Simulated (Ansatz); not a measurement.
Results of PBE (plane waves, PAW; Ansatz, an electronic-structure program) for CaB6-type LaB₆.

Settings: plane-wave cutoff 520 eV, 16×16×16 k mesh, Fermi–Dirac smearing 0.086 eV (set by the program), scalar-relativistic PAW data made under PBE.

Cell (relaxed at this level):

```
LaB6
1.0
    4.15475     0.00000     0.00000
    0.00000     4.15475     0.00000
    0.00000     0.00000     4.15475
La B
1 6
Cartesian
  0.00000   0.00000   0.00000
  3.32456   2.07738   2.07738
  2.07738   0.83020   2.07738
  2.07738   3.32456   2.07738
  0.83020   2.07738   2.07738
  2.07738   2.07738   3.32456
  2.07738   2.07738   0.83020
```

### Question
Estimate the Voigt–Reuss–Hill bulk modulus, elastic constant C12, elastic constant C44, Poisson ratio, polycrystal shear modulus (Hill average) and elastic constant C11 that the calculation returns.

### Answer

Voigt–Reuss–Hill bulk modulus: 174 GPa
elastic constant C12: 24.7 GPa
elastic constant C44: 88.4 GPa
Poisson ratio: 0.201
polycrystal shear modulus (Hill average): 129 GPa
elastic constant C11: 472 GPa

Measured, for comparison: elastic constant C44 90 ± 5 GPa, elastic constant C11 477 ± 26 GPa (temperature not stated, not corrected to a static lattice; as tabulated in Z. Phys. B, doi 10.1007/BF01469434 (note on Brillouin scattering of LaB6)). Computed (rounded) less measured: elastic constant C44 -2 % (inside the measured uncertainty), elastic constant C11 -1 % (inside the measured uncertainty).

Elastic constants are with the ions relaxed.

Spin–orbit coupling is not included.

Static lattice: no zero-point or thermal effects.

It cost very roughly 30 core-minutes of CPU time.
